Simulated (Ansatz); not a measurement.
Energy needed to pull apart CH₅NS (SMILES NCS), closed shell, into free ground-state atoms, from the structure below (displaced at random from a GFN2-xTB minimum); no zero-point or spin–orbit terms; open-shell atoms are treated unrestricted, in their ground-state multiplicity.

N1  (-0.712, 0.796, -0.137)
C2  (0.618, 0.044, -0.293)
S3  (0.621, -1.170, 1.094)
H4  (-0.716, 1.615, -0.333)
H5  (-1.440, 0.154, -0.453)
H6  (1.216, 0.847, 0.383)
H7  (0.873, -0.214, -1.044)
H8  (-0.318, -1.947, 0.808)
(Å)

Program: Ansatz 0.2.0. Basis: def2-TZVPP. Cores are frozen in the correlated methods. B3LYP uses VWN-RPA correlation.

| method | atomization energy (kcal/mol) |
| --- | --- |
| PBE-D4 | 564.2 |
| r2SCAN-D4 | 548.5 |
| PBE0-D4 | 551.5 |
| B3LYP-D4 | 553.2 |
| BHLYP-D4 | ? |
| wB97M-V | 555.9 |
| HF | 350.4 |
| MP2 | 535.8 |
| CCSD | ? |
| CCSD(T) | 531.2 |

**Question.** What does CCSD give? (Judge from chemistry; the value comes from the calculation.)

**Answer.** By the calculation: 521.3 kcal/mol, which is about 9.9 kcal/mol less than CCSD(T)/def2-TZVPP.

**Question.** What does BHLYP-D4 give? (To be estimated.)

**Answer.** Computed: 532.5 kcal/mol, which is about 1.3 kcal/mol more than CCSD(T)/def2-TZVPP.

In triple zeta the MP2 and coupled-cluster atomization energies are still short of their basis limit by a few kcal/mol a bond, whereas those of the functionals are nearly converged, so these differences are not deviations from converged CCSD(T).

The T1 diagnostic stays at or below 0.010.

For scale, one of the runs: CCSD(T)/def2-TZVPP forces, 174 basis functions (an equivalent command: `ansatz run in.yaml --threads 4`). Time: 77 s of wall clock on 4 CPU threads; the host was shared. Peak host memory: 2.9 GiB.
